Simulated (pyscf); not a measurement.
Thermochemistry of product channels of HO–Al [singlet] + hydrogen chloride (HCl) on the singlet surface, in eV, from ωB97M-D3(BJ)/def2-TZVP energies (ideal gas, 1 atm, RRHO with modes under 100 cm⁻¹ raised to 100, one conformer, R ln 2 for rigid chiral ones). Optimised with ωB97X-D3(BJ)/def2-SVP in PySCF.

| products | ΔE | ΔH(298 K) | ΔG(298 K) | ΔG(1200 K) |
|---|---|---|---|---|
| O=Al–Cl + hydrogen (H₂) | +0.66 | +0.54 | +0.62 | +0.82 |
| HO–AlH–Cl | -2.26 | -2.24 | -1.86 | -0.71 |

These are energies of the channels, which say nothing of barriers.
